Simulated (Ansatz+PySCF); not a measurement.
## singlet CO: levels of theory in one basis

```xyz
2

C     0.0000    0.0000   -0.5930
O     0.0000    0.0000    0.4448
```

Basis set: def2-SVP (spherical functions). Left uncorrelated: 2 orbitals. Charge 0, multiplicity 1.

Computed with Ansatz (development build ahead of 0.2.0); each method stands on the lowest determinant of its kind that the runs found. NEVPT2 correlates all electrons. Active spaces start from the frontier orbitals, and the lowest solution found is given.

```csv
method,E − E(RHF) (eV),<S²> of the determinant
RHF,0.00,0.00
RHF-MP2,-7.41,–
RHF-CCSD,-7.67,–
RHF-CCSD(T),-7.91,–
"SC-NEVPT2(10,8)",-7.11,–
```

(1) What does CASSCF(10,8) give on the same scale?

(2) Is a single determinant a sound starting point here?

Answers

(1) -3.19 eV.

(2) By this sign, yes. Unrestricted orbitals gain 0.00 eV and <S²> is 0.00 against 0.00 for a pure state. The CASSCF(10,8) natural occupations are 2.00, 1.99, 1.99, 1.96, 1.96, 0.04, 0.04, 0.01.
